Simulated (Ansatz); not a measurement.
# C2H6FPS: shift of H10 from P5 to S4

How high is the barrier for the shift of H10 from P5 to S4? Relax the two ends, then run a nudged elastic band between them. SMILES of the start: CC(F)SP.

All numbers below are computed with Ansatz 0.2.0 (RKS BHLYP-D4/cc-pVDZ).

### Step 1. The structure to begin with

Bond lengths: C1–C2 1.578 Å, C2–F3 1.389 Å, C2–S4 1.839 Å, S4–P5 2.150 Å, C1–H6 1.044 Å, C1–H7 1.090 Å, C1–H8 1.105 Å, C2–H9 1.138 Å, P5–H10 1.396 Å, P5–H11 1.430 Å. Angles (14 of 16 angles, heavy atoms first): C1–C2–F3 109.7°, C1–C2–S4 110.3°, F3–C2–S4 111.2°, C2–S4–P5 105.8°, C1–C2–H9 109.2°, F3–C2–H9 108.6°, S4–C2–H9 107.7°, C2–C1–H6 107.1°, C2–C1–H7 110.0°, C2–C1–H8 108.1°, S4–P5–H10 96.5°, S4–P5–H11 98.2°, H6–C1–H7 112.9°, H6–C1–H8 110.2°.

Structure file:

```xyz
11

C     0.9450   -0.9530    0.5431
C    -0.2332    0.0239    0.9282
F    -1.4409   -0.5038    0.4908
S     0.0618    1.6936    0.2155
P    -0.6922    1.6125   -1.7958
H     0.7394   -1.8735    0.9907
H     1.8991   -0.5306    0.8596
H     0.9579   -1.0584   -0.5571
H    -0.2739    0.1326    2.0603
H     0.0186    0.4763   -2.1866
H    -1.9162    0.9234   -1.5280
```

### Step 2. End point A

input.yaml reads:

```yaml
crystal:
  periodic: [false, false, false]
  atoms:
    - { symbol: C, position_ang: [0.945, -0.953, 0.5431] }
    - { symbol: C, position_ang: [-0.2332, 0.0239, 0.9282] }
    - { symbol: F, position_ang: [-1.4409, -0.5038, 0.4908] }
    - { symbol: S, position_ang: [0.0618, 1.6936, 0.2155] }
    - { symbol: P, position_ang: [-0.6922, 1.6125, -1.7958] }
    - { symbol: H, position_ang: [0.7394, -1.8735, 0.9907] }
    - { symbol: H, position_ang: [1.8991, -0.5306, 0.8596] }
    - { symbol: H, position_ang: [0.9579, -1.0584, -0.5571] }
    - { symbol: H, position_ang: [-0.2739, 0.1326, 2.0603] }
    - { symbol: H, position_ang: [0.0186, 0.4763, -2.1866] }
    - { symbol: H, position_ang: [-1.9162, 0.9234, -1.528] }
basis:
  gaussian: { orbitals: cc-pVDZ }
hamiltonian:
  xc: { name: BHLYP }
  dispersion: d4
relax:
  f_tol: 0.02
  max_steps: 50
```

Started as:

```console
ansatz run input.yaml --threads 2 --pin off --max-ram 3072MiB --backend cpu --events-out ev --progress --plain --runs-dir out
```

Standard output, shortened:

```text
Warning: RAYON_NUM_THREADS=2 ignored (pool sized by the plan → 2); use --threads N
[...]
Functional definition: BHLYP
[...]
1181 factors; integrals over basis functions are off by at most 4.2e-4 eV
[...]
mean field -25010.30794394 eV, -919.1118643441 hartree, gradient 3.4e-5 eV, S^2 0.000000; 0 other end points of the search recorded, 0 dependent functions left out
[...]
reference -25010.30810970 eV, -919.1118704359 hartree; 29, 29 occupied and 79, 79 virtual orbitals, 1181 factors
relax step   1: F+E_penalty+E_count = -25010.63294925 eV  Δ(F+E_penalty+E_count) = +0.000e0 eV  max|allowed force component| = 2.582e0 eV/Å  Δτ_max = 0.0000 Å  (26 SCF iters, accepted)
[...]
relax step   3: F+E_penalty+E_count = -25010.85530818 eV  Δ(F+E_penalty+E_count) = -7.123e-2 eV  max|allowed force component| = 4.125e-1 eV/Å  Δτ_max = 0.0579 Å  (30 SCF iters, accepted)
[...]
relax step   5: F+E_penalty+E_count = -25010.86730937 eV  Δ(F+E_penalty+E_count) = -5.437e-3 eV  max|allowed force component| = 9.232e-2 eV/Å  Δτ_max = 0.0676 Å  (30 SCF iters, accepted)
[...]
relax step   7: F+E_penalty+E_count = -25010.87143814 eV  Δ(F+E_penalty+E_count) = +4.603e-5 eV  max|allowed force component| = 2.623e-1 eV/Å  Δτ_max = 0.1717 Å  (31 SCF iters, rejected (line search))
[...]
relax step   9: F+E_penalty+E_count = -25010.87378383 eV  Δ(F+E_penalty+E_count) = -4.578e-5 eV  max|allowed force component| = 8.884e-2 eV/Å  Δτ_max = 0.0739 Å  (30 SCF iters, accepted)
[...]
relax step  11: F+E_penalty+E_count = -25010.87488521 eV  Δ(F+E_penalty+E_count) = -2.635e-4 eV  max|allowed force component| = 1.257e-2 eV/Å  Δτ_max = 0.0056 Å  (25 SCF iters, accepted)
1181 factors; integrals over basis functions are off by at most 3.7e-4 eV
[...]
mean field -25010.54500298 eV, -919.1205761031 hartree, gradient 1.2e-5 eV, S^2 0.000000; 1 other end points of the search recorded, 0 dependent functions left out
[...]
reference -25010.54516828 eV, -919.1205821779 hartree; 29, 29 occupied and 79, 79 virtual orbitals, 1181 factors
Total energy: -25010.87505051 eV, -919.1327051263 hartree
Atom 0 at     0.829916    -0.909687     0.463119 Å, force     0.006768     0.000053    -0.003625 eV/Å
Atom 1 at    -0.213616     0.046561     0.968657 Å, force    -0.009676     0.011195     0.008554 eV/Å
Atom 2 at    -1.458622    -0.479248     0.718992 Å, force    -0.000584     0.000739    -0.004197 eV/Å
Atom 3 at    -0.102769     1.747845     0.303673 Å, force    -0.000457    -0.012570    -0.006173 eV/Å
Atom 4 at    -0.659614     1.570871    -1.749095 Å, force     0.000120     0.003068     0.003912 eV/Å
Atom 5 at     0.680141    -1.887315     0.929580 Å, force    -0.002038     0.001355    -0.000284 eV/Å
Atom 6 at     1.828168    -0.544864     0.710611 Å, force     0.004379     0.000056    -0.001477 eV/Å
Atom 7 at     0.756055    -1.031918    -0.619290 Å, force    -0.001535    -0.000712     0.000206 eV/Å
Atom 8 at    -0.129495     0.193549     2.049162 Å, force     0.001110    -0.001627     0.001298 eV/Å
Atom 9 at     0.266222     0.580192    -2.178588 Å, force    -0.000320    -0.000817     0.000637 eV/Å
Atom 10 at    -1.730987     0.657015    -1.576121 Å, force     0.002233    -0.000740     0.001150 eV/Å
Dipole moment:     0.270360    -0.325526     0.006882 e Å
```

Wall time 34 s (2 threads of Arm Neoverse V2, shared host); peak memory 0.26 GiB.

The steps of the relaxation:

```csv
step,energy from step 1 (eV),largest force component (eV/Å)
1,0.0000,2.5816
2,-0.1511,1.3151
3,-0.2224,0.4125
4,-0.2289,0.0940
5,-0.2344,0.0923
6,-0.2385,0.0309
7x,-0.2385,0.2623
8,-0.2408,0.0584
9,-0.2408,0.0888
10,-0.2417,0.0544
11,-0.2419,0.0126
```

Step 1 is the start. 1 step was tried and not accepted (marked x).

After: Bond lengths: C1–C2 1.503 Å, C2–F3 1.374 Å, C2–S4 1.830 Å, S4–P5 2.134 Å, C1–H6 1.094 Å, C1–H7 1.091 Å, C1–H8 1.092 Å, C2–H9 1.094 Å, P5–H10 1.422 Å, P5–H11 1.419 Å. Angles (14 of 16 angles, heavy atoms first): C1–C2–F3 108.9°, C1–C2–S4 115.3°, F3–C2–S4 110.2°, C2–S4–P5 104.9°, C1–C2–H9 111.4°, F3–C2–H9 107.5°, S4–C2–H9 103.3°, C2–C1–H6 109.3°, C2–C1–H7 110.3°, C2–C1–H8 111.0°, S4–P5–H10 100.3°, S4–P5–H11 97.7°, H6–C1–H7 109.1°, H6–C1–H8 108.3°.

### Step 3. End point B

The second end starts from a geometry with the move made by hand.

Edit input.yaml of step 2 so:

```diff
@@ -12,3 +12,3 @@
     - { symbol: H, position_ang: [-0.2739, 0.1326, 2.0603] }
-    - { symbol: H, position_ang: [0.0186, 0.4763, -2.1866] }
+    - { symbol: H, position_ang: [0.88641, 2.80001, 0.23216] }
     - { symbol: H, position_ang: [-1.9162, 0.9234, -1.528] }
```

Started as:

```console
ansatz run input.yaml --threads 2 --pin off --max-ram 3072MiB --backend cpu --events-out ev --progress --plain --runs-dir out
```

Standard output, shortened:

```text
Warning: RAYON_NUM_THREADS=2 ignored (pool sized by the plan → 2); use --threads N
[...]
[... 1 set-up line as earlier in the session ...]
[...]
1183 factors; integrals over basis functions are off by at most 4.2e-4 eV
[...]
mean field -25006.20357859 eV, -918.9610316996 hartree, gradient 4.9e-5 eV, S^2 0.000000; 0 other end points of the search recorded, 0 dependent functions left out
[...]
reference -25006.20374917 eV, -918.9610379684 hartree; 29, 29 occupied and 79, 79 virtual orbitals, 1183 factors
relax step   1: F+E_penalty+E_count = -25006.53143438 eV  Δ(F+E_penalty+E_count) = +0.000e0 eV  max|allowed force component| = 3.497e0 eV/Å  Δτ_max = 0.0000 Å  (33 SCF iters, accepted)
[...]
relax step   4: F+E_penalty+E_count = -25008.64709138 eV  Δ(F+E_penalty+E_count) = -2.421e-1 eV  max|allowed force component| = 1.106e0 eV/Å  Δτ_max = 0.1963 Å  (34 SCF iters, accepted)
[...]
Atom 1 at    -0.171828    -0.007138     1.094931 Å, force    -0.004166     0.003001    -0.000631 eV/Å
Atom 2 at    -1.357051    -0.678422     1.112356 Å, force     0.002939     0.002937    -0.000813 eV/Å
Atom 3 at    -0.532225     1.579340     0.157716 Å, force     0.007254    -0.009406    -0.001466 eV/Å
Atom 4 at    -0.317785     1.345774    -1.952069 Å, force     0.008374    -0.000677     0.003723 eV/Å
Atom 5 at     0.943576    -1.804699     0.992971 Å, force    -0.000755    -0.001624     0.000146 eV/Å
Atom 6 at     1.865302    -0.354405     0.534870 Å, force    -0.000283     0.001234    -0.003334 eV/Å
Atom 7 at     0.652316    -1.021377    -0.585355 Å, force    -0.000720     0.001506     0.000652 eV/Å
Atom 8 at     0.061687     0.316086     2.113862 Å, force    -0.001151    -0.000389     0.000535 eV/Å
Atom 9 at     0.615728     2.170943     0.564669 Å, force    -0.004277    -0.000084    -0.001343 eV/Å
Atom 10 at    -1.719137     1.568494    -2.061906 Å, force    -0.005740    -0.000015     0.002794 eV/Å
Dipole moment:     0.407052    -0.003114     0.740461 e Å
```

Wall time 44 s (2 threads of Arm Neoverse V2, shared host); peak memory 0.25 GiB.

The steps of the relaxation:

```csv
step,energy from step 1 (eV),largest force component (eV/Å)
1,0.0000,3.4968
2,-1.3746,1.7754
3,-1.8735,1.3889
4,-2.1157,1.1063
5,-2.3030,0.4663
6,-2.3304,0.5353
7,-2.3797,0.3657
8,-2.3847,0.8594
9,-2.4248,0.1438
10,-2.4305,0.1114
11,-2.4318,0.2136
12,-2.4348,0.0612
13,-2.4354,0.0257
14,-2.4355,0.0094
```

Step 1 is the start.

After: Bond lengths: C1–C2 1.495 Å, C2–F3 1.362 Å, C2–S4 1.878 Å, S4–P5 2.133 Å, C1–H6 1.093 Å, C1–H7 1.093 Å, C1–H8 1.094 Å, C2–H9 1.094 Å, S4–H10 1.354 Å, P5–H11 1.423 Å. Angles (14 of 16 angles, heavy atoms first): C1–C2–F3 110.4°, C1–C2–S4 113.7°, F3–C2–S4 104.8°, C2–S4–P5 112.4°, C1–C2–H9 113.9°, F3–C2–H9 108.6°, S4–C2–H9 104.8°, C2–C1–H6 108.9°, C2–C1–H7 110.7°, C2–C1–H8 109.7°, C2–S4–H10 93.2°, P5–S4–H10 105.1°, S4–P5–H11 87.7°, H6–C1–H7 108.9°.

### Step 4. Nudged elastic band

crystal.atoms is end A as relaxed above, and neb.final_atoms is end B, turned to lie on A. With 5 inner images the band has 7 in all. The start path is listed, through a guess of the saddle.

input.yaml reads:

```yaml
crystal:
  periodic: [false, false, false]
  atoms:
    - { symbol: C, position_ang: [0.829916, -0.909687, 0.463119] }
    - { symbol: C, position_ang: [-0.213616, 0.046561, 0.968657] }
    - { symbol: F, position_ang: [-1.458622, -0.479248, 0.718992] }
    - { symbol: S, position_ang: [-0.102769, 1.747845, 0.303673] }
    - { symbol: P, position_ang: [-0.659614, 1.570871, -1.749095] }
    - { symbol: H, position_ang: [0.680141, -1.887315, 0.92958] }
    - { symbol: H, position_ang: [1.828168, -0.544864, 0.710611] }
    - { symbol: H, position_ang: [0.756055, -1.031918, -0.61929] }
    - { symbol: H, position_ang: [-0.129495, 0.193549, 2.049162] }
    - { symbol: H, position_ang: [0.266222, 0.580192, -2.178588] }
    - { symbol: H, position_ang: [-1.730987, 0.657015, -1.576121] }
basis:
  gaussian: { orbitals: cc-pVDZ }
hamiltonian:
  xc: { name: BHLYP }
  dispersion: d4
neb:
  order_check: false
  images: 5
  f_tol: 0.05
  max_iterations: 60
  final_atoms:
    - { symbol: C, position_ang: [0.76000095, -1.06380443, 0.36848109] }
    - { symbol: C, position_ang: [-0.13218172, -0.00244806, 0.92635861] }
    - { symbol: F, position_ang: [-1.34840961, -0.5258689, 1.24651443] }
    - { symbol: S, position_ang: [-0.50888442, 1.38168105, -0.28502576] }
    - { symbol: P, position_ang: [-0.63132964, 0.69020916, -2.29962351] }
    - { symbol: H, position_ang: [0.81719117, -1.889271, 1.08236435] }
    - { symbol: H, position_ang: [1.76606795, -0.67295074, 0.19749943] }
    - { symbol: H, position_ang: [0.35222916, -1.42742871, -0.5789757] }
    - { symbol: H, position_ang: [0.27505904, 0.50036433, 1.80871797] }
    - { symbol: H, position_ang: [0.72824481, 1.920442, -0.17255863] }
    - { symbol: H, position_ang: [-2.01258871, 1.03207631, -2.27305229] }
  initial_path:
    images:
      - { positions_ang: [[0.829916, -0.909687, 0.463119], [-0.213616, 0.046561, 0.968657], [-1.458622, -0.479248, 0.718992], [-0.102769, 1.747845, 0.303673], [-0.659614, 1.570871, -1.749095], [0.680141, -1.887315, 0.92958], [1.828168, -0.544864, 0.710611], [0.756055, -1.031918, -0.61929], [-0.129495, 0.193549, 2.049162], [0.266222, 0.580192, -2.178588], [-1.730987, 0.657015, -1.576121]] }
      - { positions_ang: [[0.84401252, -0.95204401, 0.47317469], [-0.21257409, 0.04651912, 0.93724013], [-1.46655733, -0.4742902, 0.69658015], [-0.04686486, 1.69557688, 0.17398776], [-0.74882813, 1.47856186, -1.82236833], [0.68152395, -1.88448444, 0.980094], [1.84337828, -0.5737431, 0.6870214], [0.75366823, -1.11583274, -0.60519896], [-0.12326317, 0.22979427, 2.02571406], [0.40738561, 0.81654553, -1.98353245], [-1.86648201, 0.67639783, -1.54201246]] }
      - { positions_ang: [[0.85810903, -0.99440103, 0.48323037], [-0.21153218, 0.04647723, 0.90582327], [-1.47449266, -0.46933239, 0.67416829], [0.00903928, 1.64330876, 0.04430252], [-0.83804227, 1.38625272, -1.89564165], [0.6829069, -1.88165389, 1.03060801], [1.85858855, -0.6026222, 0.66343181], [0.75128147, -1.19974748, -0.59110791], [-0.11703134, 0.26603955, 2.00226613], [0.54854923, 1.05289906, -1.78847691], [-2.00197702, 0.69578067, -1.50790392]] }
      - { positions_ang: [[0.87220555, -1.03675804, 0.49328606], [-0.21049027, 0.04643535, 0.8744064], [-1.48242798, -0.46437459, 0.65175644], [0.06494342, 1.59104063, -0.08538273], [-0.9272564, 1.29394358, -1.96891498], [0.68428985, -1.87882333, 1.08112201], [1.87379883, -0.63150131, 0.63984221], [0.7488947, -1.28366222, -0.57701687], [-0.1107995, 0.30228482, 1.97881819], [0.68971284, 1.2892526, -1.59342136], [-2.13747203, 0.7151635, -1.47379539]] }
      - { positions_ang: [[0.83480401, -1.0457735, 0.4516844], [-0.18438742, 0.03014088, 0.89172381], [-1.43775519, -0.48487269, 0.8500091], [-0.12633252, 1.52125411, -0.1519304], [-0.82861415, 1.09269877, -2.07915116], [0.72859029, -1.88230589, 1.08153612], [1.83788853, -0.64531778, 0.49239462], [0.61667286, -1.33158438, -0.57766981], [0.01782001, 0.36831133, 1.92211812], [0.70255683, 1.49964906, -1.11980045], [-2.09584425, 0.8208011, -1.74021435]] }
      - { positions_ang: [[0.79740248, -1.05478897, 0.41008275], [-0.15828457, 0.01384641, 0.90904121], [-1.3930824, -0.5053708, 1.04826177], [-0.31760847, 1.45146758, -0.21847808], [-0.72997189, 0.89145397, -2.18938733], [0.77289073, -1.88578844, 1.08195024], [1.80197824, -0.65913426, 0.34494702], [0.48445101, -1.37950655, -0.57832276], [0.14643953, 0.43433783, 1.86541805], [0.71540082, 1.71004553, -0.64617954], [-2.05421648, 0.92643871, -2.00663332]] }
      - { positions_ang: [[0.76000095, -1.06380443, 0.36848109], [-0.13218172, -0.00244806, 0.92635861], [-1.34840961, -0.5258689, 1.24651443], [-0.50888442, 1.38168105, -0.28502576], [-0.63132964, 0.69020916, -2.29962351], [0.81719117, -1.889271, 1.08236435], [1.76606795, -0.67295074, 0.19749943], [0.35222916, -1.42742871, -0.5789757], [0.27505904, 0.50036433, 1.80871797], [0.72824481, 1.920442, -0.17255863], [-2.01258871, 1.03207631, -2.27305229]] }
```

Started as:

```console
ansatz run input.yaml --threads 2 --pin off --max-ram 3072MiB --backend cpu --events-out ev --progress --plain --runs-dir out
```

Standard output, shortened:

```text
Warning: RAYON_NUM_THREADS=2 ignored (pool sized by the plan → 2); use --threads N
[...]
[... 1 set-up line as earlier in the session ...]
[...]
1179 factors; integrals over basis functions are off by at most 4.0e-4 eV
[...]
mean field -25010.54503069 eV, -919.1205771214 hartree, gradient 3.8e-5 eV, S^2 0.000000; 0 other end points of the search recorded, 0 dependent functions left out
[...]
reference -25010.54519660 eV, -919.1205832187 hartree; 29, 29 occupied and 79, 79 virtual orbitals, 1179 factors
1180 factors; integrals over basis functions are off by at most 7.8e-4 eV
[...]
mean field -25008.63610399 eV, -919.0504253594 hartree, gradient 2.1e-5 eV, S^2 0.000000; 0 other end points of the search recorded, 0 dependent functions left out
[...]
reference -25008.63626676 eV, -919.0504313411 hartree; 29, 29 occupied and 79, 79 virtual orbitals, 1180 factors
[...]
Atom 1 at    -0.149838     0.094123     0.909403 Å, force     0.031523     0.023024    -0.014897 eV/Å
Atom 2 at    -1.440487    -0.345544     0.877962 Å, force    -0.024417    -0.012318     0.001366 eV/Å
Atom 3 at    -0.069804     1.706979    -0.001093 Å, force    -0.015526    -0.023363     0.001419 eV/Å
Atom 4 at    -0.907543     1.242786    -2.162320 Å, force     0.005667     0.008023    -0.009019 eV/Å
Atom 5 at     0.594820    -1.892217     0.918370 Å, force    -0.003207     0.006990     0.002230 eV/Å
Atom 6 at     1.810483    -0.665722     0.495309 Å, force    -0.000151    -0.005628     0.000123 eV/Å
Atom 7 at     0.564442    -1.138578    -0.690664 Å, force     0.000430    -0.002745    -0.000374 eV/Å
Atom 8 at     0.081630     0.363285     1.942500 Å, force     0.001546     0.002760     0.008417 eV/Å
Atom 9 at     0.701011     1.167522    -1.037390 Å, force     0.001235     0.000353     0.004241 eV/Å
Atom 10 at    -1.887050     0.374491    -1.599609 Å, force     0.003361     0.000920     0.011482 eV/Å
Dipole moment:     0.515805    -0.267973     0.559738 e Å
this run last wrote the band of iteration 12 to <dir>
```

Run time: 3 min. Hardware: 2 threads of Arm Neoverse V2, shared host; peak memory 0.25 GiB.

### Step 5. What the band shows

The 5 inner images lie between the fixed ends 0 and 6. Energy is taken from image 0, and the path length is the program's own coordinate along the band.

| image | path (Å) | energy (eV) | H10–P5 (Å) | H10–S4 (Å) | band force (eV/Å) |
| --- | --- | --- | --- | --- | --- |
| 0 | 0.000 | 0.0000 | 1.42 | 2.77 | - |
| 1 | 0.659 | 0.0815 | 1.41 | 2.61 | 0.018 |
| 2 | 1.318 | 1.3290 | 1.46 | 2.00 | 0.017 |
| 3* | 1.977 | 2.7321 | 1.96 | 1.40 | 0.031 |
| 4 | 2.730 | 2.2245 | 2.52 | 1.34 | 0.037 |
| 5 | 3.484 | 1.9540 | 2.74 | 1.35 | 0.021 |
| 6 | 4.238 | 1.9080 | 2.81 | 1.35 | - |

The star marks the climbing image.

image, energy (eV) and a bar:
```
        0      0.000 
        1      0.081 #
        2      1.329 ###############
        3      2.732 ##############################
        4      2.225 ########################
        5      1.954 #####################
        6      1.908 #####################
```

The top of the band by iteration:

```csv
iteration,highest image above image 0 (eV),largest band force (eV/Å)
1,3.8655,8.939
2,3.2301,3.561
3,2.9950,1.261
4,2.9029,2.149
5,2.7314,0.614
6,2.6626,0.511
7,2.7724,0.341
8,2.7543,0.210
9,2.7396,0.160
10,2.7343,0.111
11,2.7324,0.052
12,2.7321,0.037
```

Positions of all images (Å):

```xyz
11
image=0 dE=0.0000
C     0.830   -0.910    0.463
C    -0.214    0.047    0.969
F    -1.459   -0.479    0.719
S    -0.103    1.748    0.304
P    -0.660    1.571   -1.749
H     0.680   -1.887    0.930
H     1.828   -0.545    0.711
H     0.756   -1.032   -0.619
H    -0.129    0.194    2.049
H     0.266    0.580   -2.179
H    -1.731    0.657   -1.576
11
image=1 dE=0.0815
C     0.756   -0.893    0.380
C    -0.218    0.089    0.979
F    -1.477   -0.462    0.890
S    -0.272    1.793    0.325
P    -0.658    1.503   -1.754
H     0.627   -1.850    0.895
H     1.789   -0.563    0.504
H     0.562   -1.065   -0.680
H     0.003    0.253    2.037
H     0.512    0.730   -1.926
H    -1.560    0.407   -1.628
11
image=2 dE=1.3290
C     0.764   -0.935    0.359
C    -0.177    0.114    0.912
F    -1.453   -0.398    0.867
S    -0.230    1.809    0.195
P    -0.734    1.374   -1.923
H     0.594   -1.874    0.898
H     1.807   -0.643    0.497
H     0.581   -1.125   -0.700
H     0.059    0.329    1.957
H     0.567    0.935   -1.424
H    -1.713    0.357   -1.618
11
image=3 dE=2.7321
C     0.768   -0.964    0.368
C    -0.150    0.094    0.909
F    -1.440   -0.346    0.878
S    -0.070    1.707   -0.001
P    -0.908    1.243   -2.162
H     0.595   -1.892    0.918
H     1.810   -0.666    0.495
H     0.564   -1.139   -0.691
H     0.082    0.363    1.942
H     0.701    1.168   -1.037
H    -1.887    0.374   -1.600
11
image=4 dE=2.2245
C     0.774   -0.988    0.371
C    -0.147    0.068    0.887
F    -1.437   -0.369    0.900
S    -0.204    1.591   -0.222
P    -0.912    0.970   -2.215
H     0.605   -1.910    0.931
H     1.814   -0.680    0.507
H     0.571   -1.164   -0.689
H     0.095    0.423    1.892
H     1.041    1.462   -0.702
H    -2.134    0.540   -1.639
11
image=5 dE=1.9540
C     0.794   -1.024    0.388
C    -0.136    0.027    0.898
F    -1.398   -0.467    1.032
S    -0.368    1.462   -0.302
P    -0.807    0.720   -2.265
H     0.687   -1.922    1.002
H     1.829   -0.680    0.444
H     0.539   -1.268   -0.648
H     0.165    0.471    1.851
H     0.949    1.734   -0.419
H    -2.188    0.890   -1.961
11
image=6 dE=1.9080
C     0.760   -1.064    0.368
C    -0.132   -0.002    0.926
F    -1.348   -0.526    1.247
S    -0.509    1.382   -0.285
P    -0.631    0.690   -2.300
H     0.817   -1.889    1.082
H     1.766   -0.673    0.197
H     0.352   -1.427   -0.579
H     0.275    0.500    1.809
H     0.728    1.920   -0.173
H    -2.013    1.032   -2.273
```

[end of part 1 of 2]
